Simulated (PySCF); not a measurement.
# PO₂: structure of the doublet

Aim: relax PO₂ as a doublet from a bent start, check by its vibrations whether the end is a minimum, and collect its spectrum and constants.

Method: PBE0, basis P def2-TZVP, O def2-TZVP, no relativity, density fitting; program: PySCF 2.14.0.

## Step 1: Starting geometry

3 atoms, charge 0, spin multiplicity 2.

Bond lengths: P1–O2 1.590 Å, P1–O3 1.590 Å. Angles: O2–P1–O3 110.0°.

Z-matrix (Å, degrees; charge 0 multiplicity 2):
```
P
O  1 1.5900
O  1 1.5900 2 110.00
```

## Step 2: The SCF at the typed geometry

The steps below are one call of a driver around PySCF. For each, scf.py gives the equivalent set-up of the SCF; relaxations use the driver's own optimiser. After this first run the driver tries any further starts and a stability analysis.

scf.py

```python
from pyscf import gto, scf, dft
mol = gto.M(atom='''
P      0.000000     0.000000     0.000000
O      1.302500     0.000000     0.912000
O     -1.302500     0.000000     0.912000''',
    basis={'P': 'def2-TZVP', 'O': 'def2-TZVP'},
    charge=0, spin=1)
mf = dft.UKS(mol, xc='PBE0')
mf.grids.atom_grid = (50, 194)
aux = {'P': 'def2-universal-JKFIT', 'O': 'def2-universal-JKFIT'}
mf = mf.density_fit(auxbasis=aux)
mf.conv_tol = 1e-08
mf.diis_space = 10
mf.max_cycle = 60
mf.init_guess = 'minao'
mf.verbose = 4
mf.kernel()
```

Command:

```sh
$ OMP_NUM_THREADS=4 python axn.py task.json out
```

Standard output:

```text
init E= -491.671523724098
[... the frontier-level lines of each cycle are left out ...]
cycle= 1 E= -491.241670267716  delta_E= 0.43  |g|= 0.813  |ddm|= 1.34
cycle= 2 E= -489.403413581247  delta_E= 1.84  |g|= 2.19  |ddm|= 1.65
cycle= 3 E= -491.541604234564  delta_E= -2.14  |g|= 0.0931  |ddm|= 1.19
cycle= 4 E= -491.544431915296  delta_E= -0.00283  |g|= 0.0582  |ddm|= 0.0957
cycle= 5 E= -491.546196904709  delta_E= -0.00176  |g|= 0.0201  |ddm|= 0.0373
cycle= 6 E= -491.546614711172  delta_E= -0.000418  |g|= 0.00374  |ddm|= 0.0328
cycle= 7 E= -491.546653373837  delta_E= -3.87e-05  |g|= 0.00132  |ddm|= 0.0107
cycle= 8 E= -491.546659572344  delta_E= -6.2e-06  |g|= 0.000738  |ddm|= 0.00518
cycle= 9 E= -491.546660131286  delta_E= -5.59e-07  |g|= 0.000227  |ddm|= 0.00115
cycle= 10 E= -491.546660191669  delta_E= -6.04e-08  |g|= 4.73e-05  |ddm|= 0.000415
cycle= 11 E= -491.546660197995  delta_E= -6.33e-09  |g|= 3.09e-05  |ddm|= 0.000123
Extra cycle  E= -491.546660197546  delta_E= 4.5e-10  |g|= 5.88e-05  |ddm|= 5.64e-05
converged SCF energy = -491.546660197546  <S^2> = 0.76777082  2S+1 = 2.0176926
```

This step, with its further starts and checks, needed 6.2 s of wall time on 4 threads of Intel Xeon at 2.70GHz, shared host.

The test of internal stability found no lower solution of this spin.

## Step 3: Relaxation: bent start, doublet

The program finds C2v symmetry in the start, which this walk keeps.

scf.py, as its differences from that of step 2:

```diff
@@ -3,3 +3,3 @@
-P      0.000000     0.000000     0.000000
-O      1.302500     0.000000     0.912000
-O     -1.302500     0.000000     0.912000''',
+P      0.000000     0.000000    -0.463359
+O      1.302500     0.000000     0.448641
+O     -1.302500     0.000000     0.448641''',
@@ -15 +14,0 @@
-mf.init_guess = 'minao'
```

The optimiser's trace:

```csv
step,energy (Eh),change (kJ/mol),largest symmetric gradient (Eh/bohr)
0,-491.546660,0.00,0.13815
1,-491.584540,-99.45,0.01573
2,-491.585545,-102.09,0.02574
3,-491.586819,-105.44,0.00231
4,-491.586829,-105.46,0.00019
5,-491.586829,-105.46,0.00000
```

The walk took 11 s.

Positions (Å) and forces (eV/Å) along the way:

```
step 0
P    0.000   0.000  -0.463   0.000   0.000   7.104
O    1.302   0.000   0.449  -2.748   0.000  -3.552
O   -1.302   0.000   0.449   2.748   0.000  -3.552
step 1
P    0.000   0.000  -0.295   0.000   0.000   0.809
O    1.308   0.000   0.364   0.534   0.000  -0.404
O   -1.308   0.000   0.364  -0.534   0.000  -0.404
step 3
P    0.000   0.000  -0.229   0.004   0.000  -0.107
O    1.351   0.000   0.332   0.117   0.000   0.053
O   -1.351   0.000   0.332  -0.121   0.000   0.054
step 5
P    0.000   0.000  -0.231   0.000   0.000   0.000
O    1.353   0.000   0.332   0.000   0.000   0.000
O   -1.353   0.000   0.332   0.000   0.000   0.000
```

It settles in C2v symmetry, 105.5 kJ/mol below the start, after 5 steps: P–O 1.465 Å (×2); O–P–O 134.8°.

## Step 4: Is it a minimum? Harmonic modes

The point is checked on the finer grid, and tightened if its gradient asks for it. The Hessian and the dipole derivatives come from central differences of analytic gradients, with steps of 0.02 bohr.

scf.py, as its differences from that of step 3:

```diff
@@ -3,3 +3,3 @@
-P      0.000000     0.000000    -0.463359
-O      1.302500     0.000000     0.448641
-O     -1.302500     0.000000     0.448641''',
+P      0.000000     0.000000    -0.286520
+O      1.352474     0.000000     0.277223
+O     -1.352474     0.000000     0.277223''',
@@ -9 +9 @@
-mf.grids.atom_grid = (50, 194)
+mf.grids.atom_grid = (75, 302)
@@ -12 +12 @@
-mf.conv_tol = 1e-08
+mf.conv_tol = 1e-10
```

The driver hands on the density of the step before, so the log starts near convergence.

SCF at the final geometry:

```text
init E= -491.586793777304
[... the frontier-level lines of each cycle are left out ...]
cycle= 1 E= -491.586793777229  delta_E= 7.49e-11  |g|= 1.49e-05  |ddm|= 1.04e-05
cycle= 2 E= -491.586793776704  delta_E= 5.26e-10  |g|= 3.99e-05  |ddm|= 2.71e-05
cycle= 3 E= -491.586793777315  delta_E= -6.12e-10  |g|= 1.94e-06  |ddm|= 1.98e-05
cycle= 4 E= -491.586793777317  delta_E= -1.82e-12  |g|= 1.59e-07  |ddm|= 1.04e-06
Extra cycle  E= -491.586793777319  delta_E= -2.5e-12  |g|= 1.61e-07  |ddm|= 2.64e-07
converged SCF energy = -491.586793777319  <S^2> = 0.75599666  2S+1 = 2.0059877
```

The whole step took 34 s.

Geometry: C2v; P–O 1.465 Å (×2); O–P–O 134.7°.

Modes, for the most abundant isotopes:

```
symmetry  ω (cm⁻¹)  IR (km/mol)  μ (u)     type
      a1       396         29.8  19.58     bend
      a1      1107          4.4  17.06  stretch
      b2      1375          102  20.67  stretch
```

Every mode is real; the point is a minimum.

Properties at this point:

```yaml
Dipole_moment: 1.47 D
Highest_occupied_level: -8.93 eV
Lowest_empty_level: -5.04 eV
Rotational_constants: 3.371, 0.2881, 0.2654 cm⁻¹
Zero-point_energy: 17.2 kJ/mol
Principal_polarisabilities: 19.1, 22.1, 34.3 bohr³
Atomisation_energy_without_zero-point_energy: 1088 kJ/mol
Principal_traceless_quadrupole_moments_about_the_centre_of_mass: -7.26, 2.90, 4.36 D Å
Entropy_at_298.15_K_and_1_bar_electronic_part_spin_only: 254.3 J/(mol K)
Heat_capacity_Cp_at_298.15_K: 41.1 J/(mol K)
Enthalpy_at_298.15_K_above_0_K: 10.82 kJ/mol
Rotational_symmetry_number: 2
Spin_squared_⟨S²⟩: 0.756
```

Populations by atom (charges in e):

```json
{"atom": "P1", "Mulliken": "0.69", "Löwdin": "0.38", "polar tensor": "0.85", "spin (Mulliken)": "0.59", "Mayer order to P1": "–"}
{"atom": "O2,3", "Mulliken": "-0.34", "Löwdin": "-0.19", "polar tensor": "-0.43", "spin (Mulliken)": "0.21", "Mayer order to P1": "2.04"}
```

Outer orbital energies (eV). α occupied: -28.89, -16.07, -13.33, -12.79, -12.62, -10.64, -10.58, -8.93; empty: -2.42, 0.57, 2.47, 5.41. β occupied: -29.64, -28.32, -15.18, -12.40, -12.38, -12.18, -10.55, -10.16; empty: -5.04, -1.67, 1.05, 2.91.

Mulliken populations on P1: s 5.52, p 8.10, d 0.61, f 0.07.

## Step 5: Results

| quantity | value |
| --- | --- |
| minimum | doublet, C2v |
| geometry | P–O 1.465 Å (×2); O–P–O 134.7° |
| wavenumbers (cm⁻¹) | 396 (a1), 1107 (a1), 1375 (b2) |
| dipole moment | 1.47 D |
| highest occupied, lowest empty level (either spin) | -8.93, -5.04 eV |
| polar-tensor charge of P1 | +0.85 e |
| zero-point energy | 17.2 kJ/mol |
| entropy at 298.15 K | 254.3 J/(mol K) |
| atomisation energy (no zero-point energy) | 1088 kJ/mol |
| ⟨S²⟩ | 0.756 |

In words: The molecule stays C2v, as typed, and the end point is a minimum. In the infrared the band at 1375 cm⁻¹ (b2, stretch) leads. Most of the spin sits on P1 (Mulliken spin 0.59, against 1 for the whole molecule). Other starts or spin states, not run here, may lie lower.

The search up to here took 52 s.
